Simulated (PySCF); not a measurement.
# Isomerisation enthalpies of C5H9N

**Measured values to compare with.**

From CRC Handbook of Chemistry and Physics, for the gas at 298.15 K: enthalpy of formation of `CC(C)(C)C#N` -2.3 kJ/mol; enthalpy of formation of `CCCCC#N` (pentanenitrile) 10.5 kJ/mol.

The results are set against them at the end.

Differences of these values give the isomerisation enthalpies. Geometries: PBE0-D3(BJ)/def2-TZVP; runs in PySCF, gas phase, with a dispersion term only where the level names one. Total electronic energies (Eh):

| SMILES | PBE0-D3(BJ)/def2-TZVP | B97-2/pcSseg-2 | KT3/pcSseg-2 | PBE0/pcSseg-2 |
| --- | --- | --- | --- | --- |
| CC(C)(C)C#N | -250.48810 | -250.69410 | -254.81236 | -250.47889 |
| CCCCC#N | -250.48615 | -250.69395 | -254.81155 | -250.47786 |

Geometry of `CC(C)(C)C#N` (Å):
```
atom  x, y, z in Å
C1     0.0175    1.3991    0.4470
C2    -0.0459   -0.1005    0.1446
C3    -1.0780   -0.3787   -0.9516
C4     1.3313   -0.6183   -0.2770
C5    -0.4567   -0.8067    1.3621
N6    -0.7756   -1.3666    2.3148
H7    -0.9540    1.7751    0.7712
H8     0.7475    1.6107    1.2299
H9     0.3135    1.9362   -0.4569
H10   -1.1414   -1.4459   -1.1695
H11   -0.7839    0.1452   -1.8639
H12   -2.0681   -0.0286   -0.6557
H13    2.0735   -0.4418    0.5036
H14    1.3009   -1.6888   -0.4858
H15    1.6502   -0.0977   -1.1829
```

Geometry of `CCCCC#N` (Å):
```
atom  x, y, z in Å
C1    -2.075   -0.451   -0.147
C2    -0.593   -0.596    0.148
C3     0.146    0.729    0.070
C4     1.641    0.610    0.371
C5     2.336   -0.233   -0.590
N6     2.863   -0.896   -1.368
H7    -2.587   -1.413   -0.089
H8    -2.238   -0.048   -1.150
H9    -2.557    0.226    0.564
H10   -0.454   -1.027    1.146
H11   -0.141   -1.302   -0.556
H12   -0.283    1.438    0.785
H13    0.016    1.168   -0.924
H14    1.796    0.186    1.368
H15    2.118    1.594    0.363
```

Zero-point and thermal terms are left out, so the computed numbers are electronic energies.

**Comparison with experiment**

Relative to `CC(C)(C)C#N`, the lowest by measurement, in kJ/mol (measured: enthalpies at 298.15 K; computed: electronic energies):

```
     SMILES  measured  PBE0-D3(BJ)/def2-TZVP  B97-2/pcSseg-2  KT3/pcSseg-2  PBE0/pcSseg-2
CC(C)(C)C#N       0.0                    0.0             0.0           0.0            0.0
    CCCCC#N      12.8                    5.1             0.4           2.1            2.7
```

Measured values: -2.3 kJ/mol (298.15 K; CRC Handbook of Chemistry and Physics) for the first row; the others come from the same table. Unsigned miss: PBE0-D3(BJ)/def2-TZVP 7.7, PBE0/pcSseg-2 10.1, KT3/pcSseg-2 10.7, B97-2/pcSseg-2 12.4 kJ/mol. One conformer stands for `CCCCC#N`, not necessarily the lowest, while the measurement averages over conformers. Where a level misses, the cause wasn't examined.
